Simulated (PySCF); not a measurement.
# Working out the electron affinity of Li

Li- [He] 2s2 (1S) → Li [He] 2s1 (2S). All numbers are calculated (PySCF 2.14, no relativity, point nucleus, in aug-cc-pCVDZ (5s4p2d, 27 functions)). Frozen: nothing. Energies in hartree (1 hartree = 27.21139 eV):

| part | Li- (lower) | Li (upper) |
| --- | --- | --- |
| UHF | -7.427825 | -7.432446 |
| CCSD correlation | -0.060431 | -0.033614 |
| (T) | -0.000169 | -0.000004 |

Task: What does Hartree-Fock give?

Result: (-7.432446) − (-7.427825) = -0.004621 hartree = -0.126 eV.

Task: What do CCSD and CCSD(T) give?

Result: The CCSD correlation energies differ by 0.026817 hartree = 0.730 eV and the triples by 0.000165 hartree = 0.004 eV, so CCSD gives 0.604 eV and CCSD(T) 0.608 eV.

A first-order spin-orbit estimate adds 0.000 eV to CCSD(T) (valence and next inner shell), giving 0.608 eV against 0.618 eV (measured; photodetachment measurements, as compiled on the Wikipedia data page of electron affinities).

A double-zeta basis recovers only part of the correlation energy.

The coupled-cluster amplitudes are large, so a single reference is strained.

What remains against the reference includes basis incompleteness and higher excitations.
